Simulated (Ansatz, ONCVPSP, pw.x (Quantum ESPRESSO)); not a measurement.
pw.x on bcc Ru: one setting changed

Potential: optimised norm-conserving Vanderbilt (ONCV), ONCVPSP 4.0.1.1 (patched build), PBEsol; core [Ar] 3d10, reference 4s2 4p6 4d7 5s1; waves: 4s+5s: rc 1.90 bohr, ncon 3, nbas 6, qcut 5.6 1/bohr, 2 projectors; 4p: rc 1.80 bohr, ncon 5, nbas 9, qcut 7.9 1/bohr, 2 projectors, debl 2.8 Ha; 4d: rc 1.95 bohr, ncon 5, nbas 9, qcut 9.1 1/bohr, 3 projectors, debl 2.4 Ha; local part: polynomial inside 1.60 bohr (lpopt 5, dvloc0 4 Ha); core correction: polynomial model core, fcfact 0.5.

The reference run (k-mesh 15³, cutoffs 70/280 Ry, Fermi–Dirac 0.01 Ry, mixing_beta 0.4, conv_thr 1e-9, no spin) gives 3.18 GPa at 13.768 Å³/atom, where all-electron LAPW gives 0.38 GPa. This run, with its own iteration cap, changes degauss to 0.02.

```
&control
  calculation='scf', prefix='x', pseudo_dir='./', outdir='./tmp', tstress=.true., disk_io='none'
/
&system
  ibrav=0, nat=1, ntyp=1, ecutwfc=70, ecutrho=280, nbnd=16,
  occupations='smearing', smearing='fd', degauss=0.02
/
&electrons
  conv_thr=1e-09, mixing_beta=0.4, electron_maxstep=60
/
ATOMIC_SPECIES
Ru 1.0 Ru.UPF
CELL_PARAMETERS angstrom
  -1.50986096 1.50986096 1.50986096
  1.50986096 -1.50986096 1.50986096
  1.50986096 1.50986096 -1.50986096
ATOMIC_POSITIONS crystal
Ru 0.0000 0.0000 0.0000
K_POINTS automatic
15 15 15 0 0 0
```

```bash
pw.x < Ru.scf.in > Ru.scf.out
```

Problem. How does the run end?

Solution. It converges in 7 iterations; the free energy moves by -163.6 meV/atom and the pressure by +2.77 GPa. In a metal, with Fermi–Dirac smearing, F lies below its zero-width value by a term in the square of the width.

```
Message from routine setup:
     using ibrav=0 with symmetry is DISCOURAGED, use correct ibrav instead
     lattice parameter (alat)  =       4.9419  a.u.
     unit-cell volume          =      92.9111 (a.u.)^3
     number of electrons       =        16.00
     number of Kohn-Sham states=           16
     kinetic-energy cutoff     =      70.0000  Ry
     charge density cutoff     =     280.0000  Ry
     scf convergence threshold =      1.0E-09
     Exchange-correlation= PBESOL
     number of k points=   120  Fermi-Dirac smearing, width (Ry)=  0.0200
     iteration #  1     ecut=    70.00 Ry     beta= 0.40
     total energy              =    -223.29317514 Ry
     estimated scf accuracy    <       0.12426168 Ry
     iteration #  2     ecut=    70.00 Ry     beta= 0.40
     total energy              =    -223.31034070 Ry
     estimated scf accuracy    <       0.00391106 Ry
     iteration #  3     ecut=    70.00 Ry     beta= 0.40
     total energy              =    -223.31037081 Ry
     estimated scf accuracy    <       0.00075458 Ry
     iteration #  4     ecut=    70.00 Ry     beta= 0.40
     total energy              =    -223.31042363 Ry
     estimated scf accuracy    <       0.00001523 Ry
     iteration #  5     ecut=    70.00 Ry     beta= 0.40
     total energy              =    -223.31042621 Ry
     estimated scf accuracy    <       0.00000100 Ry
     iteration #  6     ecut=    70.00 Ry     beta= 0.40
     total energy              =    -223.31042624 Ry
     estimated scf accuracy    <          4.6E-09 Ry
     iteration #  7     ecut=    70.00 Ry     beta= 0.40
     the Fermi energy is    23.1409 ev
!    total energy              =    -223.31042624 Ry
     estimated scf accuracy    <          2.8E-10 Ry
     smearing contrib. (-TS)   =      -0.03074838 Ry
     The total energy is F=E-TS. E is the sum of the following terms:
     one-electron contribution =     -34.88177764 Ry
     hartree contribution      =      29.89943958 Ry
     xc contribution           =     -55.03573454 Ry
     ewald contribution        =    -163.26160526 Ry
     convergence has been achieved in   7 iterations
          total   stress  (Ry/bohr**3)                   (kbar)     P=       59.57
     Message from routine punch:
     Nothing written, as per user request (disk_io='none')
```

The run took about 38 s on one core of a shared host (Neoverse-N1, 64 threads, 124 GiB, load 59).
